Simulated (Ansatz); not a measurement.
# AlS (quartet): from Hartree-Fock to the top rungs, def2-QZVPP

The task here is to estimate one member of a computed series from the others.

Method: def2-QZVPP, core rule «outside noble gas», up to 10 orbitals frozen; program: Ansatz 0.2.0, Gaussian basis.

The runs, in order: UHF; ROHF; CCSD(T) on UHF.

## The system

The geometry is a PBE0/def2-TZVP stationary point (not a proven minimum).

2 atoms, charge 0, spin multiplicity 4.

Atoms are counted from 1 here; the program's logs count them from 0.

Bond lengths: Al1–S2 2.241 Å.

Set-up of the first run:

in.yaml reads:

```yaml
crystal:
  periodic: [false, false, false]
  atoms:
    - {symbol: Al, position_ang: [0.000000, 0.000000, 0.000000]}
    - {symbol: S, position_ang: [0.000000, 0.000000, 2.240800]}
basis:
  gaussian: {orbitals: "def2-QZVPP.json"}
magnetization: {spin_polarized: true, initial_magnetization: 3}
hamiltonian: {xc: hf}
output: {orbitals: {seedname: orbitals}}
```

Run with:

```console
ansatz run in.yaml --threads 1 --pin off --events-out ev --progress --plain --max-ram 2393MiB
```

Steps of the session up to this table: UHF; ROHF; CCSD(T) on UHF.

One table of the session follows, with a row left open; its other results are not shown here.

```
  method  from UCCSD(T) (meV)
    ROHF              +6209.8
     UHF                    ?
    UMP2               +983.4
   UCCSD               +305.3
UCCSD(T)                    0
```

Estimate the missing values for UHF.

The run gave: from UCCSD(T) (meV): +6026.4. In the column «from UCCSD(T) (meV)» it lies between UMP2 (+983.4) and ROHF (+6209.8).
